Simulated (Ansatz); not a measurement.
# B₂H (sextet): from Hartree-Fock to the top rungs, def2-QZVPP

An exercise on one series of results from a longer session: the logs are not shown, and one member is left open.

Program: Ansatz 0.2.0, Gaussian basis. Level of theory: def2-QZVPP, core rule «outside noble gas», up to 2 orbitals frozen. These are calculated values, not measurements.

The runs, in order: UHF; ROHF; CCSD(T) on UHF.

## The geometry

The geometry is a PBE0/def2-TZVP stationary point (not a proven minimum) of the parent state, kept for this charge and spin.

3 atoms, charge 0, spin multiplicity 6.

Atoms are counted from 1 here; the program's logs count them from 0.

Bond lengths: B1–B2 1.520 Å, B1–H3 1.178 Å. Angles: B2–B1–H3 180.0°.

Set-up of the first run:

File in.yaml:

```yaml
crystal:
  periodic: [false, false, false]
  atoms:
    - {symbol: B, position_ang: [0.000000, 0.000000, 0.114060]}
    - {symbol: B, position_ang: [0.000000, 0.000000, -1.406367]}
    - {symbol: H, position_ang: [0.000000, 0.000000, 1.292307]}
basis:
  gaussian: {orbitals: "def2-QZVPP.json"}
magnetization: {spin_polarized: true, initial_magnetization: 5}
hamiltonian: {xc: hf}
output: {orbitals: {seedname: orbitals}}
```

On the command line:

```sh
$ ansatz run in.yaml --threads 1 --pin off --events-out ev --progress --plain --max-ram 2393MiB
```

Among the steps run: UHF; ROHF; CCSD(T) on UHF.

One table of the session follows, with a row left open; its other results are not shown here.

| method | from UCCSD(T) (meV) |
| --- | --- |
| ROHF | ? |
| UHF | +3355.8 |
| UMP2 | +900.5 |
| UCCSD | +155.0 |
| UCCSD(T) | 0 |

Q: Estimate the row for ROHF from the others.

The run gave: from UCCSD(T) (meV): +3394.1. In the column «from UCCSD(T) (meV)» it is the highest.
